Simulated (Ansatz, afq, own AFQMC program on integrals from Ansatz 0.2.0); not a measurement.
Two steps: Ansatz 0.2.0 writes the Fock matrix and Cholesky factors of the valence space, and afq projects on them the lowest state that overlaps trial and start.

```yaml
crystal:
  periodic: [false, false, false]
  atoms:
    - {symbol: Ge, position_ang: [0.000037, -0.400092, 2.236409]}
    - {symbol: N, position_ang: [-0.000257, -0.268272, 0.566288]}
    - {symbol: Ge, position_ang: [0.000028, -0.454839, -1.244511]}
    - {symbol: H, position_ang: [0.000192, 1.123203, -1.558186]}
basis:
  gaussian: {orbitals: cc-pVDZ}
magnetization: {spin_polarized: true, initial_magnetization: 0}
correlation: {method: ccsd_t, electrons: outside_noble_gas, hamiltonian_folder: ham}
```

```sh
$ ansatz run in.yaml --threads 1 --pin off --events-out ev --progress --plain --max-ram 1843MiB
```

afq runs on the folder ham with

```
--method phaseless --trial cisd --walkers 60 --populations 1 --least-time 40 --time-step 0.005 --steps-per-block 50 --equilibration-blocks 28 --max-blocks 300 --target-error 0.00045 --factor-cut 1e-05 --start spin_pure --seed 8672 --release-times 0.24,0.51,0.99,1.62,2.4 --release-step 0.03 --release-every 4 --taylor-order 6
```

Times are imaginary, in 1/Eh. The walk had a cap of 997 s. Filled inner d shells are frozen with the cores.

Output of the walk:

```
orbitals 44  electrons 7 7  factors 359 of 837
reference energy -4205.66773753 Eh
CCSD correlation -0.34618396 Eh in 13 cycles, weight of the determinant in the CISD state 0.8141
energy of the start -4206.013921 Eh
 block  time / (1/Eh)  mean weight  energy / Eh
     1     0.250  0.9977  -4206.004898
     2     0.500  0.9989  -4206.007297
     3     0.750  1.0010  -4206.016996
     4     1.000  1.0047  -4206.018498
     5     1.250  0.9987  -4206.012511
     9     2.250  1.0011  -4206.060324
    33     8.250  0.9978  -4206.041139
    65    16.250  0.9991  -4206.034873
    89    22.250  1.0008  -4206.078370
    97    24.250  0.9972  -4206.030504
   129    32.250  0.9976  -4206.032361
   161    40.250  1.0007  -4206.019368
   193    48.250  0.9986  -4206.033792
   225    56.250  1.0008  -4206.027124
   257    64.250  0.9985  -4206.042323
   289    72.250  0.9963  -4206.014646
   321    80.250  1.0001  -4206.029739
blocks merged  error / Eh  count
     1  0.000692  300
     2  0.000844  150
     4  0.001013  75
     8  0.001149  37
    16  0.001201  18
    32  0.000868  9
released: time / (1/Eh)  energy / Eh  error  mean overlap
  0.24  -4206.034377  0.001491  1.0007
  0.51  -4206.034146  0.001136  0.9971
  0.99  -4206.033889  0.001252  0.9880
  1.62  -4206.033566  0.001062  0.9708
  2.40  -4206.032155  0.001232  0.9679
energy -4206.033391 +/- 0.001201 Eh
(rows thinned)
```

The run passed its tests (sampling time, drift between the halves within three errors, error under three times the target), which doesn't prove that it has relaxed.

Against this walk (error 32.7 meV) on the same determinant: CCSD(T) 60.6 meV higher (within the noise). The error is statistical and leaves out the bias of the constraint. None of these is a sure reference here. Released to 2.40 1/Eh the energy moves by 34 ± 47 meV (both errors), within twice the noise.

Cautions: constraint bias not in the error; error above the target (32.7 against 12.2 meV); no relativity below Rb; no spin-orbit coupling; inner d shell frozen; higher spins were not checked; an unrestricted solution with more broken spin lies lower (10 meV, ⟨S²⟩ 0.18), while this determinant keeps restricted orbitals; raised T1 diagnostic (T1 0.026, weight of the determinant 0.81, largest double 0.07); the bias of populations of 60 walkers isn't removed.

The walk took 15 min on 1 thread of Arm Neoverse V1, with other jobs on the host. The log's last line is the phaseless energy.
